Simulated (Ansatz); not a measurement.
# SiCO (triplet): the correlation ladder, def2-TZVPP

An exercise on one series of results from a longer session: the logs are not shown, and one member is left open.

The runs use Ansatz 0.2.0, Gaussian basis; def2-TZVPP, core rule «outside noble gas», up to 7 orbitals frozen.

The runs, in order: UHF; ROHF; CCSD(T) on UHF.

2 further runs of the same task are left out: 2 set aside as unsound or not needed.

### The geometry

The geometry is a PBE0/def2-TZVP stationary point (not a proven minimum).

3 atoms, charge 0, spin multiplicity 3.

Atoms are counted from 1 here; the program's logs count them from 0.

Bond lengths: O1–C2 1.153 Å, C2–Si3 1.807 Å. Angles: O1–C2–Si3 180.0°.

Set-up of the first run:

in.yaml

```yaml
crystal:
  periodic: [false, false, false]
  atoms:
    - {symbol: O, position_ang: [0.000000, 0.000000, -1.370973]}
    - {symbol: C, position_ang: [0.000000, 0.000000, -0.218248]}
    - {symbol: Si, position_ang: [0.000000, 0.000000, 1.589221]}
basis:
  gaussian: {orbitals: def2-TZVPP}
magnetization: {spin_polarized: true, initial_magnetization: 2}
hamiltonian: {xc: hf}
output: {orbitals: {seedname: orbitals}}
```

The run is started by

```sh
$ ansatz run in.yaml --threads 1 --pin off --events-out ev --progress --plain --max-ram 4096MiB --backend cpu
```

Steps of the session up to this table: UHF; ROHF; CCSD(T) on UHF.

One table of the session follows, with a row left open; its other results are not shown here.

```
  method  from UCCSD(T) (kJ/mol)
    ROHF                 +1271.0
     UHF                 +1248.5
    UMP2                       ?
   UCCSD                   +62.9
UCCSD(T)                       0
```

Q: Estimate the row for UMP2 from the others.

The run gave: from UCCSD(T) (kJ/mol): +102.3. In the column «from UCCSD(T) (kJ/mol)» it lies between UCCSD (+62.9) and UHF (+1248.5).

With the free atoms at the same levels and basis (separate runs), the atomisation energy is 12.218 eV at UCCSD(T), 8.352 eV at ROHF.
